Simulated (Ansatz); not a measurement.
Ideal-gas functions of C3H5N, SMILES `[C-]#[N+]CC` at 298.15 K and 1 bar, from an Ansatz frequency run at PBE0-D4/def2-TZVP.

Molar mass 55.08 g/mol, point group Cs (symmetry number 1), electronic degeneracy 1, moments of inertia 17.9, 98.204, 109.822 u Å². Harmonic wavenumbers (cm⁻¹, unscaled): 196, 221, 315, 483, 800, 866, 1051, 1119, 1157, 1312, 1376, 1409, 1482, 1485, 1501, 2258, 3066, 3068, 3105, 3149, 3154.

Use S(trans) = R[1.5 ln M + 2.5 ln T − 1.1517]; rotational temperatures θ = 24.2544 K / I; S(rot) = R[ln(√π/σ · √(T³/θAθBθC)) + 1.5]; for each mode x = 1.438777 ν̃/T, S = R[x/(eˣ − 1) − ln(1 − e⁻ˣ)] and H = RT x/(eˣ − 1); 1 cm⁻¹ = 0.0119627 kJ/mol; R = 8.31446 J/(mol·K).

**Question.** By hand: the entropy, in J/(mol·K).

**Answer.** Translation 158.9. Rotation: θ = 1.355, 0.247, 0.2209 K, giving 99.1. Vibration, mode by mode: 9.08, 8.16, 5.59, 2.94, 0.87, 0.67, 0.32, 0.24, 0.21, 0.11, 0.08, 0.07, 0.05, 0.05, 0.05, 0.00, 0.00, 0.00, 0.00, 0.00, 0.00, in all 28.5. Electronic 0.0. Sum 286.5 J/(mol·K).

**Question.** By hand: H − E and G − E in kJ/mol, counted from the electronic energy.

**Answer.** Zero-point energy ½ × 32573 × 0.0119627 = 194.8; thermal vibration 5.2; translation, rotation and pV give 4 RT = 9.9. H − E = 209.9 kJ/mol, and G − E = 209.9 − 298.15 × 286.5/1000 = 124.5 kJ/mol.

Vibration gives 10 % of the entropy.
